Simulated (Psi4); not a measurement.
# CAM-B3LYP/def2-TZVP run of BNH6 (SMILES [BH3-][NH3+])

What is the vertical singlet–triplet gap of BNH6 at CAM-B3LYP/def2-TZVP? 

The results are computed with Psi4 1.11.

3 further runs of the same task are left out: 3 set aside as unsound or not needed.

## Step 1: The molecule

BNH6: 8 atoms, total charge 0, spin state singlet. As SMILES, `[BH3-][NH3+]`. Geometry: relaxed at PBE0-D4/def2-TZVP.

Bond lengths: B1–N2 1.639 Å, B1–H3 1.212 Å, B1–H4 1.212 Å, B1–H5 1.212 Å, N2–H6 1.015 Å, N2–H7 1.015 Å, N2–H8 1.015 Å. Some angles: B1–N2–H6 110.9°, B1–N2–H7 110.9°, B1–N2–H8 110.9°, N2–B1–H3 105.3°, N2–B1–H4 105.3°, N2–B1–H5 105.3°, H6–N2–H7 108.0°, H6–N2–H8 108.0°, H7–N2–H8 108.0°, H3–B1–H4 113.3°.

## Step 2: The energy at CAM-B3LYP/def2-TZVP

The input, input.inp:

```
memory 1600 MB

molecule {
  0 1
  B     -0.191300     0.250800    -0.775400
  N      0.206500    -0.255100     0.731700
  H     -0.078200    -0.728400    -1.481000
  H     -1.332600     0.649700    -0.687200
  H      0.604400     1.126600    -1.038400
  H      0.140800     0.507000     1.398700
  H      1.156600    -0.611300     0.755300
  H     -0.414000    -0.996500     1.040500
  units angstrom
  symmetry c1
}

set globals {
  basis def2-TZVP
  reference rks
  puream true
  e_convergence 1e-09
  d_convergence 1e-08
  scf_type pk
  dft_radial_points 99
  dft_spherical_points 590
}

E, wfn = energy("cam-b3lyp", return_wfn=True)
oeprop(wfn, "MULLIKEN_CHARGES", "QUADRUPOLE", "LOWDIN_CHARGES", title="CAM-B3LYP")
```

Launch:

```bash
$ psi4 -i input.inp -o input.out -n 1
```

input.out:

```text
[...]
  Running in c1 symmetry.
[...]
  Nuclear repulsion =   40.754562783001887
[...]
  Multiplicity = 1
[...]
  Nalpha       = 9
  Nbeta        = 9
[...]
    Number of basis functions: 98
[...]
   @RKS iter   1:   -82.97852427142909   -3.71852e-01   6.82687e-03 DIIS/ADIIS
[...]
   @RKS iter   9:   -83.19751712314142   -7.99076e-11   8.77468e-09 DIIS
[...]
    Orbital Energies [Eh]
    ---------------------
    Doubly Occupied:
       1A    -14.466588     2A     -6.745062     3A     -1.035091
       4A     -0.624461     5A     -0.624430     6A     -0.592089
       7A     -0.425664     8A     -0.340914     9A     -0.340900
[...]
  @RKS Final Energy:   -83.19751712314142
   => Energetics <=
    Nuclear Repulsion Energy =             40.7545627830018873
    One-Electron Energy =                -191.1526017340190435
    Two-Electron Energy =                  76.5852071328958175
    DFT Exchange-Correlation Energy =      -9.3846853050200885
    Empirical Dispersion Energy =           0.0000000000000000
    VV10 Nonlocal Energy =                  0.0000000000000000
    Total Energy =                        -83.1975171231414237
[...]
 Multipole Moments:
 ------------------------------------------------------------------------------------
     Multipole            Electronic (a.u.)      Nuclear  (a.u.)        Total (a.u.)
 ------------------------------------------------------------------------------------
 L = 1.  Multiply by 2.5417464519 to convert [e a0] to [Debye]
 Dipole X            :          0.3978646            0.1242860            0.5221506
 Dipole Y            :         -0.5057990           -0.1581129           -0.6639119
 Dipole Z            :          1.5069787            0.4708985            1.9778772
 Magnitude           :                                                    2.1506786
 L = 2.  Multiply by 1.3450342976 to convert [e a0^2] to [Debye ang]
 Quadrupole XX       :        -26.9876018           14.7845602          -12.2030416
 Quadrupole XY       :          3.3757981           -3.3623926            0.0134055
[...]
  Mulliken Charges: (a.u.)
   Center  Symbol    Alpha    Beta     Spin     Total
       1     B     2.62274  2.62274  0.00000 -0.24549
       2     N     3.71460  3.71460  0.00000 -0.42919
       3     H     0.52622  0.52622  0.00000 -0.05243
       4     H     0.52622  0.52622  0.00000 -0.05243
       5     H     0.52621  0.52621  0.00000 -0.05242
       6     H     0.36134  0.36134  0.00000  0.27732
       7     H     0.36134  0.36134  0.00000  0.27732
       8     H     0.36134  0.36134  0.00000  0.27732
   Total alpha =  9.00000, Total beta =  9.00000, Total charge =  0.00000
[...]
```

Wall time 36 s (1 thread of Intel Xeon Platinum 8259CL at 2.50GHz (Skylake/Cascade Lake), shared host); peak memory 0.91 GiB.

## Step 3: The triplet: energy and gradient at UCAM-B3LYP/def2-TZVP

The input, bh6n.json:

```json
{
  "schema_name": "qcschema_input",
  "schema_version": 1,
  "molecule": {
    "schema_name": "qcschema_molecule",
    "schema_version": 2,
    "symbols": ["B", "N", "H", "H", "H", "H", "H", "H"],
    "geometry": [-0.36150461, 0.47394331, -1.46529364, 0.39022844, -0.48206913, 1.38271261, -0.14777658, -1.37647651, -2.79868439, -2.51824903, 1.22775506, -1.29861979, 1.14215047, 2.12896545, -1.96229161, 0.26607344, 0.95809115, 2.64315993, 2.18565724, -1.15518958, 1.42731014, -0.78234662, -1.88311208, 1.96626003],
    "molecular_charge": 0,
    "molecular_multiplicity": 3,
    "fix_symmetry": "c1",
    "fix_com": true,
    "fix_orientation": true
  },
  "driver": "gradient",
  "model": {
    "method": "cam-b3lyp",
    "basis": "def2-TZVP"
  },
  "keywords": {
    "reference": "uks",
    "puream": true,
    "e_convergence": 1e-09,
    "d_convergence": 1e-08,
    "scf_type": "pk",
    "dft_radial_points": 99,
    "dft_spherical_points": 590,
    "maxiter": 100,
    "scf_properties": ["DIPOLE", "MULLIKEN_CHARGES", "QUADRUPOLE"]
  }
}
```

Launch:

```bash
$ psi4 --qcschema bh6n.json -n 1 --memory 1600MB
```

stdout (excerpt; [...] marks lines left out):

```text
[...]
  Running in c1 symmetry.
[...]
  Nuclear repulsion =   40.754562780604559
[...]
  Multiplicity = 3
[...]
  Nalpha       = 10
  Nbeta        = 8
[...]
    Number of basis functions: 98
[...]
   @UKS iter   1:   -82.68378596940136   -7.71139e-02   7.26452e-03 ADIIS/DIIS
[...]
   @UKS iter  25:   -82.93741820862708   -6.29541e-12   9.48672e-10 DIIS
[...]
   @S^2 Observed:                2.008212896E+00
[...]
  @UKS Final Energy:   -82.93741820862708
   => Energetics <=
    Nuclear Repulsion Energy =             40.7545627806045587
    One-Electron Energy =                -190.1971680714521540
    Two-Electron Energy =                  75.8011887702746492
    DFT Exchange-Correlation Energy =      -9.2960016880541207
    Empirical Dispersion Energy =           0.0000000000000000
    VV10 Nonlocal Energy =                  0.0000000000000000
    Total Energy =                        -82.9374182086270793
[...]
 Multipole Moments:
[...]
  Mulliken Charges: (a.u.)
   Center  Symbol    Alpha    Beta     Spin     Total
       1     B     3.41782  2.38765  1.03018 -0.80547
       2     N     3.07655  3.65540 -0.57885  0.26805
       3     H     0.55402  0.23002  0.32400  0.21596
       4     H     0.55396  0.23018  0.32378  0.21586
       5     H     0.45333  0.48506 -0.03173  0.06162
       6     H     0.64566  0.33462  0.31105  0.01972
       7     H     0.64592  0.33459  0.31133  0.01950
       8     H     0.65274  0.34250  0.31024  0.00476
   Total alpha = 10.00000, Total beta =  8.00000, Total charge = -0.00000
[...]
  -Total Gradient:
     Atom            X                  Y                   Z
    ------   -----------------  -----------------  -----------------
       1       -0.083471815474    -0.038960906539    -0.064395426886
       2        0.021081831709    -0.007790869240     0.046867847938
       3        0.030120806854     0.020978892214     0.023017924425
       4        0.035860074281     0.014697747101     0.019378121972
       5        0.008775600737     0.006763114273     0.002198441222
       6        0.000170968569    -0.021561819312    -0.017393829310
       7       -0.026537145604     0.007852258722    -0.000452581040
       8        0.013999657106     0.018021415572    -0.009220545843
[...]
```

The result, in JSON:

```text
{
 "driver": "gradient",
 "model": {
  "method": "cam-b3lyp",
  "basis": "def2-TZVP"
 },
 "success": true,
 "return_result": [-0.08347181547446934, -0.03896090653934989, -0.06439542688601942, 0.021081831709121805, -0.007790869239972298, 0.046867847938497256, 0.030120806854391155, 0.020978892213798284, 0.023017924424675533, 0.03586007428106486, 0.014697747100573595, 0.01937812197183742, 0.008775600737005923, 0.006763114273045018, 0.002198441221805753, 0.00017096856859027086, -0.02156181931239798, -0.01739382930963504, -0.02653714560432241, 0.0078522587224681, -0.00045258104040308243, 0.013999657105707775, 0.018021415572317068, -0.009220545842622649],
 "properties": {
  "calcinfo_nbasis": 98,
  "calcinfo_nmo": 98,
  "calcinfo_nalpha": 10,
  "calcinfo_nbeta": 8,
  "calcinfo_natom": 8,
  "nuclear_repulsion_energy": 40.75456278060456,
  "return_energy": -82.93741820862708,
  "return_gradient": [-0.08347181547446934, -0.03896090653934989, -0.06439542688601942, 0.021081831709121805, -0.007790869239972298, 0.046867847938497256, 0.030120806854391155, 0.020978892213798284, 0.023017924424675533, 0.03586007428106486, 0.014697747100573595, 0.01937812197183742, 0.008775600737005923, 0.006763114273045018, 0.002198441221805753, 0.00017096856859027086, -0.02156181931239798, -0.01739382930963504, -0.02653714560432241, 0.0078522587224681, -0.00045258104040308243, 0.013999657105707775, 0.018021415572317068, -0.009220545842622649],
  "scf_one_electron_energy": -190.19716807145215,
  "scf_two_electron_energy": 75.80118877027465,
  "scf_xc_energy": -9.29600168805412,
  "scf_dipole_moment": [-0.3217324441538474, -0.03374950910493002, -0.44948402072611326],
  "scf_total_energy": -82.93741820862708,
  "scf_total_gradient": [-0.08347181547446934, -0.03896090653934989, -0.06439542688601942, 0.021081831709121805, -0.007790869239972298, 0.046867847938497256, 0.030120806854391155, 0.020978892213798284, 0.023017924424675533, 0.03586007428106486, 0.014697747100573595, 0.01937812197183742, 0.008775600737005923, 0.006763114273045018, 0.002198441221805753, 0.00017096856859027086, -0.02156181931239798, -0.01739382930963504, -0.02653714560432241, 0.0078522587224681, -0.00045258104040308243, 0.013999657105707775, 0.018021415572317068, -0.009220545842622649],
  "scf_iterations": 25
 }
}
```

Wall time 2.6 min (1 thread of Intel Xeon Platinum 8259CL at 2.50GHz (Skylake/Cascade Lake), shared host); peak memory 0.91 GiB.

## Step 4: Results

Level: CAM-B3LYP/def2-TZVP.

| quantity | value |
| --- | --- |
| singlet: total energy | -83.19752 Eh |
| singlet: dipole moment | 5.47 D |
| singlet: HOMO energy | -9.28 eV |
| singlet: LUMO energy | 0.72 eV |
| singlet: HOMO–LUMO gap | 9.99 eV |
| triplet: total energy | -82.93742 Eh |
| triplet: dipole moment | 1.41 D |
| triplet: HOMO energy (highest over α and β) | -2.67 eV |
| triplet: ⟨S²⟩ | 2.008 |
| triplet: largest force on an atom | 5.779 eV/Å |
| vertical energy of the triplet above the singlet | 7.078 eV |

At this shape the triplet lies 7.08 eV (163 kcal/mol) above the singlet. Mulliken charges (triplet) run from -0.81 on B1 to +0.27 on N2.
